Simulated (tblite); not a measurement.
Species: C3H6P2.
Atom-mapped SMILES: `[CH2:1]=[CH:2]/[CH:3]=[P:4]\[PH2:5]` (hydrogens: H6, H7 on C1; H8 on C2; H9 on C3; H10, H11 on P5)

Computed with GFN2-xTB (tblite), gas phase: L-BFGS steps from a force-field or distance-geometry start until the largest atomic force falls under 0.01 eV/Å.

Step 3: E = -393.3526 eV
```
atom  x, y, z in Å  |  force x, y, z in eV/Å
C1     -2.1779    0.4399   -0.0822   -0.040   0.002   0.001
C2     -0.8576    0.2547   -0.0583    0.077   0.184   0.113
C3     -0.2558   -0.9485   -0.5273    0.231  -0.088  -0.018
P4      1.3685   -1.4024   -0.6541    0.220   0.224   0.000
P5      2.4822    0.3096    0.1498   -0.172  -0.131   0.216
H6     -2.8325   -0.3180   -0.4689   -0.133  -0.086  -0.063
H7     -2.6399    1.3388    0.2766   -0.030   0.108   0.048
H8     -0.2229    1.0391    0.3449    0.123  -0.132  -0.069
H9     -0.9518   -1.6994   -0.8866    0.002  -0.013   0.006
H10     3.7522   -0.1484   -0.2382   -0.318  -0.029  -0.079
H11     2.3410    1.1372   -0.9571    0.039  -0.038  -0.156
```

Step 4: E = -393.3614 eV
```
atom  x, y, z in Å  |  force x, y, z in eV/Å
C1     -2.1775    0.4408   -0.0822   -0.105   0.001   0.005
C2     -0.8588    0.2542   -0.0569    0.111   0.019   0.028
C3     -0.2490   -0.9471   -0.5262    0.073  -0.020   0.003
P4      1.3727   -1.3984   -0.6563    0.251   0.184   0.005
P5      2.4769    0.3111    0.1555   -0.155  -0.085   0.154
H6     -2.8329   -0.3170   -0.4689   -0.126  -0.079  -0.059
H7     -2.6410    1.3399    0.2773   -0.005   0.082   0.035
H8     -0.2213    1.0297    0.3398    0.221   0.071   0.038
H9     -0.9470   -1.6936   -0.8834   -0.032  -0.099  -0.037
H10     3.7398   -0.1494   -0.2416   -0.247  -0.046  -0.049
H11     2.3434    1.1325   -0.9586    0.014  -0.027  -0.123
```

Step 5: E = -393.3707 eV
```
atom  x, y, z in Å  |  force x, y, z in eV/Å
C1     -2.1786    0.4414   -0.0822   -0.071  -0.001   0.016
C2     -0.8589    0.2531   -0.0552    0.091  -0.077  -0.030
C3     -0.2403   -0.9456   -0.5248   -0.072  -0.002   0.002
P4      1.3825   -1.3905   -0.6587    0.136   0.091  -0.008
P5      2.4678    0.3119    0.1646   -0.100   0.064   0.030
H6     -2.8357   -0.3172   -0.4700   -0.080  -0.031  -0.031
H7     -2.6422    1.3429    0.2788    0.037   0.006   0.002
H8     -0.2144    1.0211    0.3352    0.233   0.202   0.107
H9     -0.9418   -1.6889   -0.8804   -0.011  -0.146  -0.064
H10     3.7206   -0.1518   -0.2464   -0.143  -0.069   0.002
H11     2.3464    1.1262   -0.9622   -0.020  -0.038  -0.024
```

Q: Estimate the geometry and energy of step 6. (The exact step hangs on the optimiser's Hessian estimate; all steps are aligned on step 5, rigid shifts and turns removed.)

A: E = -393.3751 eV, largest force 0.220 eV/Å
```
atom  x, y, z in Å  |  force x, y, z in eV/Å
C1     -2.1796    0.4414   -0.0820    0.009  -0.018   0.015
C2     -0.8578    0.2525   -0.0543    0.073  -0.048  -0.021
C3     -0.2365   -0.9459   -0.5244   -0.097  -0.006  -0.005
P4      1.3895   -1.3845   -0.6600   -0.004   0.026  -0.022
P5      2.4613    0.3133    0.1698   -0.050   0.152  -0.030
H6     -2.8388   -0.3179   -0.4711   -0.024   0.024   0.000
H7     -2.6422    1.3447    0.2796    0.055  -0.038  -0.017
H8     -0.2069    1.0202    0.3347    0.140   0.149   0.082
H9     -0.9395   -1.6893   -0.8802    0.026  -0.131  -0.061
H10     3.7083   -0.1542   -0.2487   -0.089  -0.075   0.034
H11     2.3475    1.1224   -0.9646   -0.039  -0.036   0.024
```

The energy changes by -0.0044 eV. The first-order estimate −F·Δx gives -0.0063 eV and the mean of the old and new forces, exact on a quadratic surface, -0.0044 eV. The step makes an angle of 52° with the force vector and moves no atom by more than 0.013 Å.

The cost below is that of the whole relaxation. Time: 0.22 s. Hardware: an Arm Neoverse V2 with one thread, no GPU, shared host.
